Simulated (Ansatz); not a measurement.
The parent structure is ZrSe2 in the CdI2 type structure (space group P-3m1, No. 164; a = 3.6619 Å, c = 5.8417 Å; layered, stacked along the Cartesian z axis).

Calculations: plane-wave PAW DFT at the PBEsol-D3(BJ) level (Ansatz, a quantum-chemistry and plane-wave program, 420 eV), scalar-relativistic without spin-orbit coupling.

The change: every Se is replaced by S, then cell and atoms are relaxed.

Measured lattice parameter a: ZrSe2 3.77 Å (temperature not stated; as listed in Torbjörn Björkman, The Journal of Chemical Physics (2014)); ZrS2 3.662 Å (temperature not stated; as listed in Torbjörn Björkman, The Journal of Chemical Physics (2014)).

Question: How well does PBEsol-D3(BJ) reproduce the measured shift?

Answer: With PBEsol-D3(BJ) the lattice parameter a moves by -0.084 Å (3.662 → 3.578) against -0.108 Å measured.

No phonon test of stability was made. All final runs are without spin polarisation.
